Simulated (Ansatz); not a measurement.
Ideal-gas functions of carbon dioxide, CO$_{2}$ at 600 K and 1 bar, from an Ansatz frequency run at PBE0-D4/def2-TZVP.

Molar mass 44.01 g/mol, point group D∞h (symmetry number 2), electronic degeneracy 1, moments of inertia 42.817 u Å². Harmonic wavenumbers (cm⁻¹, unscaled): 687, 687, 1394, 2454.

Use S(trans) = R[1.5 ln M + 2.5 ln T − 1.1517]; rotational temperatures θ = 24.2544 K / I; S(rot) = R[ln(T/σθ) + 1]; for each mode x = 1.438777 ν̃/T, S = R[x/(eˣ − 1) − ln(1 − e⁻ˣ)] and H = RT x/(eˣ − 1); 1 cm⁻¹ = 0.0119627 kJ/mol; R = 8.31446 J/(mol·K).

By hand: the entropy, in J/(mol·K).

Translation 170.6. Rotation: θ = 0.5665 K, giving 60.5. Vibration, mode by mode: 5.04, 5.04, 1.32, 0.16, in all 11.6. Electronic 0.0. Sum 242.7 J/(mol·K).

By hand: H − E and G − E in kJ/mol, counted from the electronic energy.

Zero-point energy ½ × 5222 × 0.0119627 = 31.2; thermal vibration 4.6; translation, rotation and pV give 3.5 RT = 17.5. H − E = 53.3 kJ/mol, and G − E = 53.3 − 600 × 242.7/1000 = -92.3 kJ/mol.

Vibration gives 5 % of the entropy.
